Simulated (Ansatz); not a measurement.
Ideal-gas functions of C$_{2}$H$_{2}$Cl$_{2}$O (`OC=C(Cl)Cl`) at 400 K and 1 bar, from an Ansatz frequency run at PBE0-D4/def2-TZVP.

Molar mass 112.94 g/mol, point group Cs (symmetry number 1), electronic degeneracy 1, moments of inertia 121.295, 204.749, 326.044 u Å². Harmonic wavenumbers (cm⁻¹, unscaled): 214, 253, 282, 424, 483, 525, 649, 897, 978, 1185, 1290, 1375, 1726, 3237, 3765.

Use S(trans) = R[1.5 ln M + 2.5 ln T − 1.1517]; rotational temperatures θ = 24.2544 K / I; S(rot) = R[ln(√π/σ · √(T³/θAθBθC)) + 1.5]; for each mode x = 1.438777 ν̃/T, S = R[x/(eˣ − 1) − ln(1 − e⁻ˣ)] and H = RT x/(eˣ − 1); 1 cm⁻¹ = 0.0119627 kJ/mol; R = 8.31446 J/(mol·K).

Problem. By hand: the entropy, in J/(mol·K).

Solution. Translation 173.9. Rotation: θ = 0.2, 0.1185, 0.0744 K, giving 118.3. Vibration, mode by mode: 10.69, 9.38, 8.54, 5.57, 4.69, 4.16, 2.93, 1.45, 1.14, 0.62, 0.46, 0.35, 0.12, 0.00, 0.00, in all 50.1. Electronic 0.0. Sum 342.3 J/(mol·K).

Problem. By hand: H − E and G − E in kJ/mol, counted from the electronic energy.

Solution. Zero-point energy ½ × 17283 × 0.0119627 = 103.4; thermal vibration 12.1; translation, rotation and pV give 4 RT = 13.3. H − E = 128.8 kJ/mol, and G − E = 128.8 − 400 × 342.3/1000 = -8.1 kJ/mol.

Vibration gives 15 % of the entropy. The sum counts one conformer and one mirror image; others add a mixing term.
